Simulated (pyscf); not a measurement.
This saddle point was located with ωB97X-D3(BJ)/def2-SVP in PySCF.

```
C
C 1 1.2956
H 1 1.0944 2 146.22
H 2 1.0976 1 119.45 3 -8.99
H 1 1.3350 3 98.21 2 -177.36
Ge 5 1.6758 1 106.18 3 -109.47
H 6 1.5221 5 97.52 1 -97.73
H 6 1.5247 7 115.30 5 -128.79
H 6 1.5494 7 114.10 5 104.48
```

Surface: singlet, charge 0. Lowest wavenumbers (cm⁻¹): 784i, 138, 222, 383, 573.

Name the species on either side of this saddle.

`[GeH4]` + `[CH]#[CH]` <-> `[CH2]=[CH][GeH3]`, an addition across a multiple bond or ene-type step read from left to right: Ge–H broken and C–Ge, C–H formed. At CCSD(T)/def2-TZVPP + ΔMP2(QZVPP) it lies +2.45 eV from the left side and +4.25 eV from the right (each side as separated species at their lowest minima found). From the product side, •HC=CH₂ + GeH₃• lies, by one bond made or cut, 0.26 eV under this saddle at ωB97M-D3(BJ). One saddle was located; it need not be the lowest between these sides. The CCSD(T) − MP2 part came from Ansatz, without density fitting, on the same reference. The frozen core leaves the outer d or s,p core shells of the metals and heavy elements correlated in the MP2 and CC values, and def2-TZVPP describes them poorly, which can shift differences by a few kcal/mol. Elements up to Kr have no core potential and no relativistic terms here.
